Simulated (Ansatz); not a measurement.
Reaction: CH3ClOSi (chlorosilylformaldehyde, SMILES Cl[SiH2]C=O) → CHO (SMILES [CH]=O, doublet) + SiH2Cl (SMILES [SiH2]Cl, doublet) (the C-Si bond breaks)
Each species at its own B3LYP-D3(BJ)/def2-TZVP minimum (Ansatz, a first-principles code), one conformer.

Total energies in hartree (Ansatz). Open shells are spin-unrestricted; no spin-orbit coupling. Correlated methods leave the cores frozen. No relativity.

| species | HF/cc-pV(T+d)Z | CCSD(T)/cc-pV(T+d)Z | HF/cc-pV(Q+d)Z | CCSD(T)/cc-pV(Q+d)Z | CCSD(T)/cc-pV(D+d)Z | CCSDT(Q)/cc-pV(D+d)Z |
|---|---|---|---|---|---|---|
| 1: CH3ClOSi (chlorosilylformaldehyde, SMILES O=C[SiH2]Cl) | -863.01682 | -863.77861 | -863.03284 | -863.84964 | -863.55237 | -863.55516 |
| 2: CHO (SMILES [CH]=O, doublet) | -113.29288 | -113.68392 | -113.30180 | -113.71777 | -113.57564 | -113.57742 |
| 3: SiH2Cl (SMILES [SiH2]Cl, doublet) | -749.64021 | -749.98071 | -749.64739 | -750.01545 | -749.86970 | -749.87098 |

Work out the bond dissociation energy (electronic) in kJ/mol: take Hartree-Fock from cc-pV(Q+d)Z, extrapolate the CCSD(T) correlation energy as X^-3 (X = 3, 4), and add CCSDT(Q) - CCSD(T) in cc-pV(D+d)Z. 1 hartree = 2625.5 kJ/mol.


Species 1: correlation (64·(-0.81680) - 27·(-0.76179))/37 = -0.85694; step -0.00279; E1 = -863.03284 + (-0.85694) + (-0.00279) = -863.89257
Species 2: correlation (64·(-0.41597) - 27·(-0.39104))/37 = -0.43416; step -0.00178; E2 = -113.30180 + (-0.43416) + (-0.00178) = -113.73774
Species 3: correlation (64·(-0.36806) - 27·(-0.34050))/37 = -0.38817; step -0.00128; E3 = -749.64739 + (-0.38817) + (-0.00128) = -750.03684
-1·E1 +1·E2 +1·E3 = 0.11799 hartree = 309.8 kJ/mol.
